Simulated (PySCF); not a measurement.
# C4H7Cl: fields and orbitals

For C4H7Cl, the scripts below find what binds its two fragments and analyse its density (charges, bond critical points, surface potential).

Computed with PySCF 2.14.0. Level: levels as typed in each script, gas phase, geometry from GFN2-xTB.

## Step 1: The starting structure

SMILES `Cl.C=CC=C`, 12 atoms, charge 0, spin multiplicity 1.

Bond lengths: Cl1–H2 1.309 Å, C3–C4 1.329 Å, C3–H7 1.078 Å, C3–H8 1.076 Å, C4–C5 1.445 Å, C4–H9 1.082 Å, C5–C6 1.335 Å, C5–H10 1.082 Å, C6–H11 1.079 Å, C6–H12 1.077 Å. Angles: C4–C3–H7 121.5°, C4–C3–H8 122.1°, H7–C3–H8 116.4°, C3–C4–C5 123.4°, C3–C4–H9 120.4°, C5–C4–H9 116.2°, C4–C5–C6 123.7°, C4–C5–H10 116.2°, C6–C5–H10 120.2°, C5–C6–H11 121.2°, C5–C6–H12 121.8°, H11–C6–H12 116.5°.

As a file:

```xyz
12

Cl    2.41239    0.52794    0.02252
H     1.36134   -0.25209   -0.00461
C    -2.74827    0.95432    0.12023
C    -1.81339    0.16860   -0.40444
C    -1.00929   -0.74180    0.37784
C    -0.06894   -1.53393   -0.14351
H    -2.95552    0.95412    1.17802
H    -3.33722    1.62284   -0.48331
H    -1.61957    0.18315   -1.46887
H    -1.19379   -0.74580    1.44420
H     0.09355   -1.58301   -1.20892
H     0.47999   -2.23736    0.45991
```

## Step 2: Binding of the two fragments (PBE/def2-tzvp)

The input, input.py:

```python
import numpy as np
from pyscf import gto, scf, dft
from pyscf.scf import atom_ks, atom_hf
from scipy.linalg import block_diag
from pyscf.dispersion import dftd3

def solve(mol, dm0=None, hcore=None):
    mf = (dft.UKS if mol.spin else dft.RKS)(mol, xc='pbe')
    mf.grids.level = 3
    mf = mf.density_fit(auxbasis='def2-universal-jkfit')
    mf.conv_tol, mf.max_cycle = 1e-8, 80
    if hcore is not None:
        mf.get_hcore = lambda *args: hcore
    mf.kernel(dm0)
    if not mf.converged:
        mf = mf.newton().run(mf.mo_coeff, mf.mo_occ, max_cycle=30)
    assert mf.converged, 'SCF not converged'
    return mf

mol = gto.M(atom='''
Cl     2.41239     0.52794     0.02252
H      1.36134    -0.25209    -0.00461
C     -2.74827     0.95432     0.12023
C     -1.81339     0.16860    -0.40444
C     -1.00929    -0.74180     0.37784
C     -0.06894    -1.53393    -0.14351
H     -2.95552     0.95412     1.17802
H     -3.33722     1.62284    -0.48331
H     -1.61957     0.18315    -1.46887
H     -1.19379    -0.74580     1.44420
H      0.09355    -1.58301    -1.20892
H      0.47999    -2.23736     0.45991
''', basis='def2-tzvp', charge=0, spin=0, verbose=4)
mol_a = gto.M(atom='''
Cl     2.41239     0.52794     0.02252
H      1.36134    -0.25209    -0.00461
ghost-C     -2.74827     0.95432     0.12023
ghost-C     -1.81339     0.16860    -0.40444
ghost-C     -1.00929    -0.74180     0.37784
ghost-C     -0.06894    -1.53393    -0.14351
ghost-H     -2.95552     0.95412     1.17802
ghost-H     -3.33722     1.62284    -0.48331
ghost-H     -1.61957     0.18315    -1.46887
ghost-H     -1.19379    -0.74580     1.44420
ghost-H      0.09355    -1.58301    -1.20892
ghost-H      0.47999    -2.23736     0.45991
''', basis='def2-tzvp', charge=0, spin=0, verbose=4)
mol_b = gto.M(atom='''
ghost-Cl     2.41239     0.52794     0.02252
ghost-H      1.36134    -0.25209    -0.00461
C     -2.74827     0.95432     0.12023
C     -1.81339     0.16860    -0.40444
C     -1.00929    -0.74180     0.37784
C     -0.06894    -1.53393    -0.14351
H     -2.95552     0.95412     1.17802
H     -3.33722     1.62284    -0.48331
H     -1.61957     0.18315    -1.46887
H     -1.19379    -0.74580     1.44420
H      0.09355    -1.58301    -1.20892
H      0.47999    -2.23736     0.45991
''', basis='def2-tzvp', charge=0, spin=0, verbose=4)
ab, a, b = solve(mol), solve(mol_a), solve(mol_b)
e_int = ab.e_tot - a.e_tot - b.e_tot
print('counterpoise-corrected interaction energy / kcal/mol', e_int * 627.5095)
def disp(atoms, charge):
    m = gto.M(atom=atoms, charge=charge, basis='sto-3g', spin=None, unit='Bohr', verbose=0)
    return dftd3.DFTD3Dispersion(m, xc='pbe', version='d3bj').get_dispersion()['energy']
e_disp = disp(mol._atom, mol.charge) - disp(mol._atom[:2], mol_a.charge) - disp(mol._atom[2:], mol_b.charge)
print('D3(BJ) part / kcal/mol', e_disp * 627.5095)
# spherically averaged free atoms, for the promolecule
atm = atom_ks.get_atm_nrks(mol, xc='pbe')
pro = block_diag(*[(atm[a[0]][2] * atm[a[0]][3]) @ atm[a[0]][2].T for a in mol._atom])
np.savez('result.npz', e_int=e_int, e_disp=e_disp, dm_a=a.make_rdm1(), dm_b=b.make_rdm1(), c=ab.mo_coeff, occ=ab.mo_occ, eps=ab.mo_energy, pro=pro, d=[f.dip_moment(verbose=0) for f in (ab, a, b)])
```

Started as:

```bash
> OMP_NUM_THREADS=1 python input.py
```

## Step 4: Density, bond paths and surface potential (PBE/def2-tzvp)

The input, input.py:

```python
import numpy as np
from pyscf import gto, scf, dft
from pyscf.scf import atom_ks, atom_hf
from scipy.linalg import block_diag

def solve(mol, dm0=None, hcore=None):
    mf = (dft.UKS if mol.spin else dft.RKS)(mol, xc='pbe')
    mf.grids.level = 3
    mf = mf.density_fit(auxbasis='def2-universal-jkfit')
    mf.conv_tol, mf.max_cycle = 1e-8, 80
    if hcore is not None:
        mf.get_hcore = lambda *args: hcore
    mf.kernel(dm0)
    if not mf.converged:
        mf = mf.newton().run(mf.mo_coeff, mf.mo_occ, max_cycle=30)
    assert mf.converged, 'SCF not converged'
    return mf

mol = gto.M(atom='''
Cl     2.41239     0.52794     0.02252
H      1.36134    -0.25209    -0.00461
C     -2.74827     0.95432     0.12023
C     -1.81339     0.16860    -0.40444
C     -1.00929    -0.74180     0.37784
C     -0.06894    -1.53393    -0.14351
H     -2.95552     0.95412     1.17802
H     -3.33722     1.62284    -0.48331
H     -1.61957     0.18315    -1.46887
H     -1.19379    -0.74580     1.44420
H      0.09355    -1.58301    -1.20892
H      0.47999    -2.23736     0.45991
''', basis='def2-tzvp', charge=0, spin=0, verbose=4)
mf = solve(mol)
mf.analyze()
# spherically averaged free atoms, for the promolecule
atm = atom_ks.get_atm_nrks(mol, xc='pbe')
pro = block_diag(*[(atm[a[0]][2] * atm[a[0]][3]) @ atm[a[0]][2].T for a in mol._atom])
np.savez('result.npz', e=mf.e_tot, c=mf.mo_coeff, occ=mf.mo_occ, eps=mf.mo_energy, pro=pro, dip=mf.dip_moment(verbose=0), s2=mf.spin_square()[0])
```

(Steps that only read results are left out.)

Q: Predict the outcome of this session. Wanted: interaction energy, counterpoise; dipole moment; HOMO, LUMO.

As calculated:

| quantity | value |
| --- | --- |
| interaction energy, counterpoise (PBE/def2-tzvp) | -2.3 kcal/mol |
| dipole moment (PBE/def2-tzvp) | 2.64 D |
| HOMO, LUMO (PBE/def2-tzvp) | -6.38, -2.53 eV |

**Reading.** The counterpoise-corrected interaction energy of the frozen fragments is −2.3 kcal/mol without dispersion correction and −3.8 kcal/mol with D3(BJ). The pair geometry is semi-empirical, not a minimum at this level. At PBE/def2-tzvp: The highest Hirshfeld charge is on H2 (+0.06 e), the lowest on Cl1 (−0.17 e). All values hold at the given geometry, in the gas phase.
